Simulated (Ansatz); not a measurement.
# ClH2NSi: basis-set convergence

Aim: see how fast density functionals converge with the basis set for ClH2NSi.

Program: Ansatz 0.2.0, Gaussian basis. Level of theory: one geometry, several basis sets. These are calculated values, not measurements.

Plan: PBE0-D4/def2-SVP; ωB97M-V/def2-SVP; PBE0-D4/def2-QZVPP; ωB97M-V/def2-QZVPP; the functionals' def2-TZVPP values are taken from earlier runs.

## (1) The geometry

All runs share one geometry, relaxed beforehand with PBE0-D4 in a triple-zeta def2 set.

SMILES `N[Si]Cl`, 5 atoms, charge 0, spin multiplicity 1.

Atoms are counted from 1 here; the program's logs count them from 0.

Bond lengths: N1–Si2 1.701 Å, N1–H4 1.009 Å, N1–H5 1.010 Å, Si2–Cl3 2.104 Å. Angles: Si2–N1–H4 121.0°, Si2–N1–H5 126.0°, H4–N1–H5 113.0°, N1–Si2–Cl3 98.2°.

## (2) PBE0-D4 in def2-SVP

The input, in.yaml:

```yaml
crystal:
  periodic: [false, false, false]
  atoms:
    - {symbol: N, position_ang: [-0.148250, 0.583450, -0.233885]}
    - {symbol: Si, position_ang: [-0.116229, -0.341783, 1.192573]}
    - {symbol: Cl, position_ang: [0.648995, -2.124478, 0.377265]}
    - {symbol: H, position_ang: [-0.473349, 1.538615, -0.227367]}
    - {symbol: H, position_ang: [0.138633, 0.270596, -1.149984]}
basis:
  gaussian: {orbitals: def2-SVP}
hamiltonian: {xc: pbe0, dispersion: d4}
output: {orbitals: {seedname: orbitals}}
```

The runs that follow: ωB97M-V in def2-SVP; PBE0-D4 in def2-QZVPP; ωB97M-V in def2-QZVPP.

Before running them: what should the planned runs give, taken together? Wanted: PBE0-D4: double and triple zeta above quadruple; ωB97M-V: double and triple zeta above quadruple.

The runs gave:

| quantity | value |
| --- | --- |
| PBE0-D4: double and triple zeta above quadruple | 9.76, 0.73 eV |
| ωB97M-V: double and triple zeta above quadruple | 9.75, 0.70 eV |

For PBE0-D4 the step from double to triple zeta gains 9.03 eV and the next only 0.73 eV. Total energies overstate the basis error of differences, where much of it tends to cancel.
